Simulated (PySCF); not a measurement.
Level of theory: B3LYP-D3(BJ)/def2-TZVP (PySCF). All species are isolated molecules in the gas phase. One relaxed conformer stands for a flexible species; it need not be the lowest. B3LYP has the VWN-RPA correlation part, as in Gaussian. Delta-SCF ions had no search for a lower state. 

Reference species (SMILES): `S` (neutral, multiplicity 1).

```
Item                                       Value
--------------------------------------  --------
vertical ionisation energy (Delta-SCF)  10.41 eV
HOMO                                    -7.23 eV
```

Changed species: `C1CC1S` (H–S–C–C torsion 74°) (X = cyclopropyl; the reference has X = H).

What does the change do to the vertical ionisation energy (Delta-SCF) and HOMO?

the vertical ionisation energy (Delta-SCF) falls by 1.34 eV, to 9.07 eV; the HOMO increases by 0.68 eV, to -6.55 eV.
